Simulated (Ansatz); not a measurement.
# C4H8O2 (SMILES C1COCCO1): B3LYP/6-31G(d) (spherical functions)

What is the vertical ionisation energy of C4H8O2 at B3LYP/6-31G* (spherical functions)? 

Program for the calculation: Ansatz 0.2.0.

33 further runs of the same task are left out: 33 set aside as unsound or not needed. Runs told in other sessions of the task aren't counted.

### 1 The molecule

C4H8O2: 14 atoms, total charge 0, spin state singlet. As SMILES, `C1COCCO1`. The shape is that of a PBE0-D4/def2-TZVP optimisation. The six-membered ring is boat-like, not the chair, which as a rule lies lower.

Bond lengths: C1–C2 1.509 Å, C2–O3 1.415 Å, O3–C4 1.415 Å, C4–C5 1.509 Å, C1–O6 1.415 Å, C5–O6 1.415 Å, C1–H7 1.099 Å, C1–H8 1.093 Å, C2–H9 1.099 Å, C2–H10 1.093 Å, C4–H11 1.093 Å, C4–H12 1.099 Å, C5–H13 1.099 Å, C5–H14 1.093 Å. Some angles: C1–C2–O3 111.8°, C2–C1–O6 111.8°, C2–O3–C4 113.2°, O3–C4–C5 111.8°, C4–C5–O6 111.8°, C1–O6–C5 113.2°, C1–C2–H9 109.6°, C1–C2–H10 110.1°, O3–C2–H9 110.2°, O3–C2–H10 107.4°.

### 2 A single-point energy at B3LYP/6-31G(d) (spherical functions)

Input file job.yaml:

```yaml
crystal:
  periodic: [false, false, false]
  atoms:
    - symbol: C
      position_ang: [-0.755110, 0.429840, 1.042560]
    - symbol: C
      position_ang: [0.745370, 0.276440, 1.099920]
    - symbol: O
      position_ang: [1.198590, -0.767220, 0.258360]
    - symbol: C
      position_ang: [0.360900, -0.984650, -0.861440]
    - symbol: C
      position_ang: [-0.351150, 0.278370, -1.281020]
    - symbol: O
      position_ang: [-1.198450, 0.767440, -0.258360]
    - symbol: H
      position_ang: [-1.233510, -0.501870, 1.375790]
    - symbol: H
      position_ang: [-1.077050, 1.229830, 1.714480]
    - symbol: H
      position_ang: [1.223490, 1.225060, 0.817880]
    - symbol: H
      position_ang: [1.059510, 0.033660, 2.118500]
    - symbol: H
      position_ang: [0.993260, -1.347710, -1.675930]
    - symbol: H
      position_ang: [-0.377950, -1.766340, -0.635500]
    - symbol: H
      position_ang: [0.387970, 1.043080, -1.558370]
    - symbol: H
      position_ang: [-0.975870, 0.084070, -2.156860]
basis:
  gaussian: {orbitals: 6-31G_st_-spherical.json}
hamiltonian: {xc: {name: B3LYP}}
accuracy: high
output: {orbitals: {seedname: orbitals}}
```

The basis set 6-31G* is read from a file made from the Basis Set Exchange's data (not shown).

Launch:

```
ansatz run job.yaml --threads 1 --pin off --max-ram 3480MiB --events-out events.jsonl --progress --plain --runs-dir runs
```

Log:

```text
Warning: RAYON_NUM_THREADS=1 ignored (pool sized by the plan → 1); use --threads N
Functional definition: B3LYP
  name "B3LYP"
  parameter a0 = 0.2
  parameter ax = 0.72
  parameter ac = 0.81
  exchange = (1 - a0 - ax)*slater_x + ax*b88_x + a0*exact_x
  correlation = (1 - ac)*vwn_rpa_c + ac*lyp_c
2557 factors; integrals over basis functions are off by at most 3.1e-9 eV
mean field evaluation 1: about -8365.4853 eV, gradient 5.0e1 eV
mean field evaluation 2: about -8363.3422 eV, gradient 6.2e1 eV
mean field evaluation 4: about -8370.9843 eV, gradient 3.0e0 eV
mean field evaluation 8: about -8371.3522 eV, gradient 1.4e-1 eV
mean field evaluation 16: about -8371.3523 eV, gradient 9.5e-6 eV
mean field -8371.35230914 eV, -307.6415230543 hartree, gradient 3.9e-8 eV, S^2 0.000000; 0 other end points of the search recorded, 0 dependent functions left out
reference -8371.35234550 eV, -307.6415243909 hartree; 24, 24 occupied and 76, 76 virtual orbitals, 2557 factors
Total energy: -8371.35234550 eV, -307.6415243909 hartree
```

Wall time 5.7 s (1 thread of AMD EPYC 9R45 (Zen 5), shared host); peak memory 0.42 GiB.

### 3 The doublet cation at the same level

Input file run.yaml:

```yaml
crystal:
  periodic: [false, false, false]
  atoms:
    - {symbol: C, position_ang: [-0.755110, 0.429840, 1.042560]}
    - {symbol: C, position_ang: [0.745370, 0.276440, 1.099920]}
    - {symbol: O, position_ang: [1.198590, -0.767220, 0.258360]}
    - {symbol: C, position_ang: [0.360900, -0.984650, -0.861440]}
    - {symbol: C, position_ang: [-0.351150, 0.278370, -1.281020]}
    - {symbol: O, position_ang: [-1.198450, 0.767440, -0.258360]}
    - {symbol: H, position_ang: [-1.233510, -0.501870, 1.375790]}
    - {symbol: H, position_ang: [-1.077050, 1.229830, 1.714480]}
    - {symbol: H, position_ang: [1.223490, 1.225060, 0.817880]}
    - {symbol: H, position_ang: [1.059510, 0.033660, 2.118500]}
    - {symbol: H, position_ang: [0.993260, -1.347710, -1.675930]}
    - {symbol: H, position_ang: [-0.377950, -1.766340, -0.635500]}
    - {symbol: H, position_ang: [0.387970, 1.043080, -1.558370]}
    - {symbol: H, position_ang: [-0.975870, 0.084070, -2.156860]}
basis:
  gaussian:
    orbitals: 6-31G_st_-spherical.json
hamiltonian:
  xc: {name: B3LYP}
accuracy: high
magnetization:
  spin_polarized: true
  initial_magnetization: 1
output:
  orbitals: {seedname: orbitals}
total_charge: 1
```

The basis set 6-31G* is read from a file made from the Basis Set Exchange's data (not shown).

Launch:

```
ansatz run run.yaml --threads 1 --pin off --max-ram 3480MiB --events-out events.jsonl --progress --plain --runs-dir runs
```

Log, cut to the lines that bear on the results:

```text
Warning: RAYON_NUM_THREADS=1 ignored (pool sized by the plan → 1); use --threads N
[... 7 set-up lines as earlier in the session ...]
2561 factors; integrals over basis functions are off by at most 3.0e-9 eV
mean field evaluation 1: about -8352.6524 eV, gradient 4.6e1 eV
mean field evaluation 2: about -8347.8435 eV, gradient 5.9e1 eV
mean field evaluation 4: about -8361.9442 eV, gradient 3.6e0 eV
mean field evaluation 8: about -8362.3265 eV, gradient 1.6e0 eV
mean field evaluation 16: about -8362.3373 eV, gradient 3.9e-4 eV
mean field evaluation 32: about -8362.3373 eV, gradient 2.3e-8 eV
mean field -8362.33726738 eV, -307.3102263806 hartree, gradient 2.3e-8 eV, S^2 0.753361; 2 other end points of the search recorded, 0 dependent functions left out
reference -8362.33730073 eV, -307.3102276059 hartree; 24, 23 occupied and 76, 77 virtual orbitals, 2561 factors
Total energy: -8362.33730073 eV, -307.3102276059 hartree
```

Run time: 11 s. Hardware: 1 thread of AMD EPYC 9R45 (Zen 5), shared host; peak memory 0.59 GiB.

### 4 Summary of results

At B3LYP/6-31G* (spherical functions):

```
                                          quantity          value
                      singlet C4H8O2: total energy  -307.64152 Eh
                       singlet C4H8O2: HOMO energy       -6.62 eV
                       singlet C4H8O2: LUMO energy        2.41 eV
                     singlet C4H8O2: HOMO–LUMO gap        9.03 eV
                      doublet cation: total energy  -307.31023 Eh
doublet cation: HOMO energy (highest over α and β)      -12.95 eV
 doublet cation: LUMO energy (lowest over α and β)      -11.41 eV
                              doublet cation: ⟨S²⟩          0.753
vertical ionisation energy (to the doublet cation)       9.015 eV
```

What this shows: Removing an electron at fixed nuclei costs 9.02 eV (870 kJ/mol). The negative HOMO energy of the first species, 6.62 eV, lies 2.39 eV below that difference.
